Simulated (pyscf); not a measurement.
Single points on ωB97X-D3(BJ)/def2-SVP structures (PySCF, gas phase).

Q: PBE/def2-TZVP puts the barrier of `[S]=[GaH]` + `[H][H]` -> `[SH][GaH2]` (addition across a multiple bond or ene-type step; singlet surface; H–H broken, H–S, Ga–H formed) at 1.04 eV and the reaction energy at -0.81 eV, from the separated reactants. What do r²SCAN/def2-TZVP, B3LYP-D3(BJ)/def2-TZVP, ωB97M-D3(BJ)/def2-TZVP give on the same structures?

A: r²SCAN: ΔE‡ = 1.08 eV, ΔE = -0.91 eV; B3LYP-D3(BJ): ΔE‡ = 1.27 eV, ΔE = -0.86 eV; ωB97M-D3(BJ): ΔE‡ = 1.26 eV, ΔE = -0.99 eV. PBE's barrier lies under all of them, by 0.04 to 0.23 eV. Its reaction energy lies over all of them, by 0.05 to 0.18 eV. At the saddle there is also a short Ga–H contact that neither side keeps. S=GaH lies 0.56 eV over its isomer HS–Ga [singlet] (electronic energy, ωB97M-D3(BJ)/def2-TZVP). This is the saddle that the search found; another between the same sides may lie lower. Elements up to Kr have no core potential and no relativistic terms here.
